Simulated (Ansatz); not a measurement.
Basis-set extrapolation for `BB[SiH3]` (PBE0-D4/def2-TZVP geometry, frozen core, Ansatz). Multiplicity 1, RHF reference.

```json
{"": "HF", "def2-TZVPP": "-341.755639", "def2-QZVPP": "-341.767181"}
{"": "MP2 correlation", "def2-TZVPP": "-0.327482", "def2-QZVPP": "-0.349292"}
{"": "CCSD(T) correlation", "def2-TZVPP": "-0.395494", "def2-QZVPP": "not run"}
```

Energies in hartree. Use E(X) = E(∞) + A·exp(−7.88·√X) for Hartree–Fock and E(X) = E(∞) + B·X^(−2.97) for correlation, with X = 3 and 4, and add CCSD(T) minus MP2 of the smaller set to the MP2 limit.

Q: What is the CCSD(T) energy at the basis-set limit?

A: HF limit: -341.767181 + (-0.011542) × 0.13774 = -341.76877. MP2 limit: -0.349292 + (-0.021810) × 0.74074 = -0.36545. Higher-order term: -0.395494 − (-0.327482) = -0.06801. Total: -342.20223 hartree, 134.2 kJ/mol below CCSD(T)/def2-TZVPP.
